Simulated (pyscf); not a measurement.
O=AsH + hydrogen (H₂) → O=AsH + hydrogen (H₂) (four-centre exchange; singlet surface; As–H, H–H broken, As–H, H–H formed). Single points on ωB97X-D3(BJ)/def2-SVP structures (PySCF, gas phase). Energies in kJ/mol from the separated reactants.

```
level                   barrier  reaction energy
----------------------  -------  ---------------
ωB97X-D3(BJ)/def2-TZVP    116.8              0.0
PBE/def2-TZVP               ___              0.0
r²SCAN/def2-TZVP           88.6              0.0
B3LYP-D3(BJ)/def2-TZVP    112.0              0.0
M06-2X/def2-TZVP            ___              0.0
ωB97M-D3(BJ)/def2-TZVP    116.5              0.0
```

### Question
Some entries are withheld; supply them.

### Answer

- PBE/def2-TZVP, barrier: 82.7
- M06-2X/def2-TZVP, barrier: 117.6

The functionals in the table span 34.8 kJ/mol in this barrier, from PBE to M06-2X. At the saddle there is also a short As–H contact that neither side keeps. O=AsH lies 31.2 kJ/mol over its isomer HO–As: [triplet] (electronic energy, ωB97M-D3(BJ)/def2-TZVP). One saddle was located; it need not be the lowest between these sides. Elements up to Kr have no core potential and no relativistic terms here.
